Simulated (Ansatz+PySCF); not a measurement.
Values are calculated unless marked as measured or tabulated.
## Ansatz (development build ahead of 0.2.0) run

```yaml
crystal:
  periodic: [false, false, false]
  atoms:
    - { symbol: P, position_ang: [0.0, 0.0, 0.0] }
    - { symbol: P, position_ang: [0.91898, 1.22531, 2.65287] }
basis:
  gaussian: { orbitals: STO-3G }
total_charge: 1
magnetization:
  initial_magnetization: 1
hamiltonian:
  xc: hf
correlation:
  method: fci
  frozen_orbitals: { P: 5 }
```

The input is written out in the form of the current development build from the run's settings.

Results

* Converged: yes
* Total energy: -673.55028 hartree
* State: lowest doublet root, of any spatial symmetry
